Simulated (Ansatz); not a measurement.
Basis-set extrapolation for C4H7NO (`CC(=N)C(C)=O`) (PBE0-D4/def2-TZVP geometry, frozen core, Ansatz). Multiplicity 1, RHF reference.

|  | def2-TZVPP | def2-QZVPP |
| --- | --- | --- |
| HF | -284.962747 | -284.975640 |
| MP2 correlation | -1.088474 | -1.162868 |
| CCSD(T) correlation | -1.174085 | not run |

Energies in hartree. Use E(X) = E(∞) + A·exp(−7.88·√X) for Hartree–Fock and E(X) = E(∞) + B·X^(−2.97) for correlation, with X = 3 and 4, and add CCSD(T) minus MP2 of the smaller set to the MP2 limit.

Problem. What is the CCSD(T) energy at the basis-set limit?

Solution. HF limit: -284.975640 + (-0.012893) × 0.13774 = -284.97742. MP2 limit: -1.162868 + (-0.074394) × 0.74074 = -1.21797. Higher-order term: -1.174085 − (-1.088474) = -0.08561. Total: -286.28100 hartree, 378.5 kJ/mol below CCSD(T)/def2-TZVPP.
